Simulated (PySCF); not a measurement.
# BH3: the cost of one run

The runs use PySCF 2.14.0; levels as typed in each script, gas phase, geometry from GFN2-xTB.

## Step 1: The starting structure

SMILES `B`, 4 atoms, charge 0, spin multiplicity 1.

Bond lengths: B1–H2 1.164 Å, B1–H3 1.164 Å, B1–H4 1.164 Å. Angles: H2–B1–H3 120.0°, H2–B1–H4 120.0°, H3–B1–H4 120.0°.

As a file:

```tsv
atom	x (Å)	y (Å)	z (Å)
B1	0.0000	0.0000	0.0000
H2	-0.3009	1.1249	0.0000
H3	-0.8237	-0.8231	0.0000
H4	1.1247	-0.3018	0.0000
```

## Step 2: Density, bond paths and surface potential (B3LYP/6-31+g*)

The input, input.py:

```python
import numpy as np
from pyscf import gto, scf, dft
from pyscf.scf import atom_ks, atom_hf
from scipy.linalg import block_diag

def solve(mol, dm0=None, hcore=None):
    mf = (dft.UKS if mol.spin else dft.RKS)(mol, xc='b3lyp')
    mf.grids.level = 3
    mf = mf.density_fit(auxbasis='def2-universal-jkfit')
    mf.conv_tol, mf.max_cycle = 1e-8, 80
    if hcore is not None:
        mf.get_hcore = lambda *args: hcore
    mf.kernel(dm0)
    if not mf.converged:
        mf = mf.newton().run(mf.mo_coeff, mf.mo_occ, max_cycle=30)
    assert mf.converged, 'SCF not converged'
    return mf

mol = gto.M(atom='''
B      0.00000     0.00000     0.00000
H     -0.30093     1.12490     0.00000
H     -0.82373    -0.82307     0.00000
H      1.12466    -0.30184     0.00000
''', basis='6-31+g*', charge=0, spin=0, verbose=4)
mf = solve(mol)
mf.analyze()
# spherically averaged free atoms, for the promolecule
atm = atom_ks.get_atm_nrks(mol, xc='b3lyp')
pro = block_diag(*[(atm[a[0]][2] * atm[a[0]][3]) @ atm[a[0]][2].T for a in mol._atom])
np.savez('result.npz', e=mf.e_tot, c=mf.mo_coeff, occ=mf.mo_occ, eps=mf.mo_energy, pro=pro, dip=mf.dip_moment(verbose=0), s2=mf.spin_square()[0])
```

Launch:

```bash
OMP_NUM_THREADS=1 python input.py
```

What time and memory should one allow on 1 thread of Arm Neoverse V2, shared host?

About 1.4 s, with a peak of 0.17 GiB.
